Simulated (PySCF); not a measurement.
Below is a simulated gas-phase P 2p photoelectron spectrum of `F[P+](F)(F)F`.

Every computed line was given a Gaussian of 0.6 eV full width at half maximum and an area set by the number of equivalent atoms (split 2:1 within a doublet); the highest printed point is 100. Theory: delta-SCF UKS SCAN, pcX-2 on the ionised atom, pcseg-1 elsewhere, spin-free X2C in PySCF 2.14.0.

| binding energy (eV) | intensity |
| --- | --- |
| 151.5 | 0 |
| 151.6 | 1 |
| 151.7 | 3 |
| 151.8 | 7 |
| 151.9 | 16 |
| 152.0 | 32 |
| 152.1 | 53 |
| 152.2 | 77 |
| 152.3 | 94 |
| 152.4 | 100 |
| 152.5 | 91 |
| 152.6 | 72 |
| 152.7 | 51 |
| 152.8 | 35 |
| 152.9 | 30 |
| 153.0 | 33 |
| 153.1 | 41 |
| 153.2 | 48 |
| 153.3 | 50 |
| 153.4 | 45 |
| 153.5 | 34 |
| 153.6 | 22 |
| 153.7 | 13 |
| 153.8 | 6 |
| 153.9 | 3 |
| 154.0 | 1 |
| 154.1 | 0 |

Task: How many maxima does the curve show, and how many computed lines lie under it?

Result: The curve has 2 maxima (at 152.4 and 153.3 eV). Under it lie 2 lines from 1 inequivalent phosphorus site, drawn as a 2p3/2, 2p1/2 pair.

Task: Decompose the envelope and assign each component. Numbering: `[F:1][P+:2]([F:3])([F:4])[F:5]`.

Result: 
```
position (eV)  relative area     line  atoms               environment
       152.39           0.67  P 2p3/2     P2  phosphorus bonded to 4 F
       153.28           0.33  P 2p1/2     P2  phosphorus bonded to 4 F
```

Task: What are the centre and the root-mean-square width of the whole band?

Result: The area-weighted mean of the lines is 152.68 eV. Their own spread about it is 0.42 eV (rms) and each Gaussian has σ = 0.6/2.355 = 0.25 eV; the variances add, which gives 0.49 eV.

Shake-up satellites, vibrational structure and lifetime widths aren't simulated. 2p3/2 and 2p1/2 are the ΔSCF energy of one spin-free 2p hole plus the eigenvalues of a spin–orbit and ligand-field matrix of the shell. 2p1/2 minus 2p3/2 (ligand field included): P 0.89 eV. The species carries charge +1, so core ionisation leaves charge +2. Geometry: PBE0-D3(BJ)/def2-SVP; no solvent, vibrations or thermal averaging.
